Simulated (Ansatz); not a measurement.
**H3S⁺, triplet in 6-31G: errors against full CI**

Geometry: a point of a stretch scan, not a stationary point.

```xyz
4

S     0.0000   -0.0391   -0.0275
H     0.0000    1.3183   -0.0275
H     0.0000   -0.0360    2.4505
H     0.0000   -0.0372   -1.5476
```

Basis 6-31G; Ansatz 0.2.0. Correlated methods freeze the noble-gas cores, which leaves 8 electrons in 14 orbitals. R marks a restricted (for open shells ROHF) determinant, U an unrestricted one. Active spaces: pair = (4e, 4o) about the gap; valence = (8e, 7o) chosen from the atoms' valence shells.

Full CI is exact within this basis and frozen core; it isn't the basis-set limit. The frozen core follows each run's orbitals, which can shift R against U totals by a few meV.

For open shells CISD and CISDTQ are restricted-active-space CI with the open shells as a complete middle space.

```
UHF ⟨S²⟩                          : 2.007
T1 diagnostic (RCCSD)             : 0.0134
largest doubles amplitude (RCCSD) : 0.058
T1 diagnostic (UCCSD)             : 0.0103
```

```tsv
level	E − E(RHF) (eV)
UHF	-0.0410
RMP2	-1.3922
UMP2	-1.4001
RCCSD	-1.8831
UCCSD	-1.8829
RCCSD(T)	-1.8962
UCCSD(T)	-1.8961
```

(1) Estimate how far full CI in 6-31G lies from RCCSD(T). The table doesn't fix it; the size of (T) and the diagnostics are the guide.

(1) Full CI in 6-31G lies 5 meV below RCCSD(T), which is 35 % of the (T) step (-13 meV). The diagnostics give no warning, yet the rest is a sizeable part of (T).

The other levels:

```csv
level,E − E(full CI) (meV),share of correlation (%),wall time
CISD,68,96.44,0.36 s
BCCD(T),5,99.74,0.45 s
RCCSDT,1,99.93,–
UCCSDT,1,99.94,–
CISDTQ,1,99.96,0.9 s
RCCSDT(Q),0,99.99,1.8 s
UCCSDT(Q),0,100.00,1.7 s
RCCSDTQ,0,100.00,12 s
UCCSDTQ,0,100.00,12 s
CASSCF (pair space),1237,34.92,–
NEVPT2 (pair space),303,84.04,0.18 s
MRCISD (pair space),30,98.42,–
MRCISD+Q (pair space),-6,100.30,0.39 s
CASSCF (valence space),572,69.89,–
NEVPT2 (valence space),137,92.80,0.72 s
MRCISD (valence space),12,99.38,–
MRCISD+Q (valence space),5,99.72,1.1 s
```

The correlation energy at full CI, counted from RHF, is -1.901 eV. That run took 1.8 s on 1 thread of Arm Neoverse V1, shared host over 493,680 determinants.

Times hold each run's SCF and search for its determinant on a shared host, so for small cases they say little of a method's own cost; they ran on 1 thread of Arm Neoverse V1.

Not variational, and here over 5 meV under the exact energy: MRCISD+Q (pair space).

The full-CI state has the irrep A'' of Cs, in the program's axes.

Natural occupations of full CI about the gap: 1.989 1.966 1.948 1.000 0.997 0.051 0.032 0.006 0.004 0.003; effectively unpaired electrons, Σ n²(2−n)², 2.03.
